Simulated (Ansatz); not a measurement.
**CH₆AlO+ (SMILES [OH2+][CH2][AlH2]): functionals against CCSD(T) at one geometry**

Aim: energy, forces and dipole at a frame of a short trajectory, from CCSD(T) and from density functionals.

Computed with Ansatz 0.2.0, Gaussian basis. Level: single points in def2-TZVPP.

Correlated methods freeze the cores.

1 further run of the same task is left out (it didn't finish).

## Step 1: Starting geometry

SMILES `[OH2+][CH2][AlH2]`, 9 atoms, charge 1, spin multiplicity 1.

Atoms are counted from 1 here; the program's logs count them from 0.

Bond lengths: O1–C2 1.457 Å, O1–H4 0.971 Å, O1–H5 0.974 Å, C2–Al3 1.945 Å, C2–H6 1.059 Å, C2–H7 1.113 Å, Al3–H8 1.568 Å, Al3–H9 1.628 Å. Angles: C2–O1–H4 121.5°, C2–O1–H5 110.6°, H4–O1–H5 112.9°, O1–C2–Al3 112.2°, O1–C2–H6 108.3°, O1–C2–H7 103.7°, Al3–C2–H6 113.4°, Al3–C2–H7 113.3°, H6–C2–H7 105.3°, C2–Al3–H8 122.1°, C2–Al3–H9 107.3°, H8–Al3–H9 129.2°.

Geometry (Å):

```
O     0.13276    0.24432   -1.39089
C     0.66919    0.40230   -0.04601
Al   -0.25740   -0.71299    1.25074
H     0.16094    0.96846   -2.03695
H    -0.73014   -0.20772   -1.36474
H     0.65467    1.43278    0.19865
H     1.74532    0.14298   -0.15941
H     0.13519   -0.72673    2.76880
H    -1.60765   -1.27119    0.53335
```

## Step 2: PBE-D4/def2-TZVPP

The input, run/in.yaml:

```yaml
crystal:
  periodic: [false, false, false]
  atoms:
    - {symbol: O, position_ang: [0.132756, 0.244323, -1.390893]}
    - {symbol: C, position_ang: [0.669193, 0.402296, -0.046013]}
    - {symbol: Al, position_ang: [-0.257402, -0.712994, 1.250743]}
    - {symbol: H, position_ang: [0.160942, 0.968463, -2.036955]}
    - {symbol: H, position_ang: [-0.730144, -0.207717, -1.364735]}
    - {symbol: H, position_ang: [0.654667, 1.432784, 0.198646]}
    - {symbol: H, position_ang: [1.745318, 0.142982, -0.159414]}
    - {symbol: H, position_ang: [0.135190, -0.726732, 2.768803]}
    - {symbol: H, position_ang: [-1.607648, -1.271190, 0.533346]}
basis:
  gaussian: {orbitals: def2-TZVPP}
total_charge: 1
hamiltonian: {xc: pbe, dispersion: d4}
output: {forces: true}
```

The run is started by

```console
ansatz run in.yaml --threads 2 --pin off --events-out ev --progress --plain --max-ram 3481MiB
```

## Step 3: r2SCAN-D4/def2-TZVPP

Edit run/in.yaml of step 2 so:

```diff
@@ -15,3 +15,3 @@
 total_charge: 1
-hamiltonian: {xc: pbe, dispersion: d4}
+hamiltonian: {xc: r2scan, dispersion: d4}
 output: {forces: true}
```

## Step 4: PBE0-D4/def2-TZVPP

Edit run/in.yaml of step 3 so:

```diff
@@ -15,3 +15,3 @@
 total_charge: 1
-hamiltonian: {xc: r2scan, dispersion: d4}
-output: {forces: true}
+hamiltonian: {xc: pbe0, dispersion: d4}
+output: {forces: true, orbitals: {seedname: orbitals}}
```

## Step 5: wB97M-V/def2-TZVPP

Edit run/in.yaml of step 4 so:

```diff
@@ -15,3 +15,3 @@
 total_charge: 1
-hamiltonian: {xc: pbe0, dispersion: d4}
-output: {forces: true, orbitals: {seedname: orbitals}}
+hamiltonian: {xc: {name: wB97M-V}}
+output: {forces: true}
```

## Step 6: CCSD(T)/def2-TZVPP

Edit run/in.yaml of step 5 so:

```diff
@@ -15,3 +15,3 @@
 total_charge: 1
-hamiltonian: {xc: {name: wB97M-V}}
+correlation: {method: ccsd_t}
 output: {forces: true}
```

(Steps that only read results are left out.)

Q: Predict the outcome of this session. Wanted: energy less free atoms, CCSD(T)/def2-TZVPP; RMS force component; RMS force error; HOMO and LUMO, PBE0-D4; T1 diagnostic.

The runs gave:

| quantity | value |
| --- | --- |
| energy less free atoms, CCSD(T)/def2-TZVPP | -20.502 eV |
| RMS force component | 0.643 to 0.720 eV/Å over the methods |
| RMS force error | PBE-D4 0.231, r2SCAN-D4 0.085, PBE0-D4 0.120, wB97M-V 0.059 eV/Å |
| HOMO and LUMO, PBE0-D4 | -13.30 and -6.07 eV |
| T1 diagnostic | 0.009 |

Against CCSD(T) the functionals' energies less atoms differ by -0.775 to -0.376 eV, PBE-D4 by -0.756 eV. The reference is not at the basis limit: in triple zeta CCSD(T) underbinds, which counts against methods that bind more; the gaps are no ranking. The forces of wB97M-V come nearest to CCSD(T), those of PBE-D4 are farthest. Frozen-core CCSD(T) forces in triple zeta carry basis errors of their own, and this is one geometry, so small gaps rank nothing.
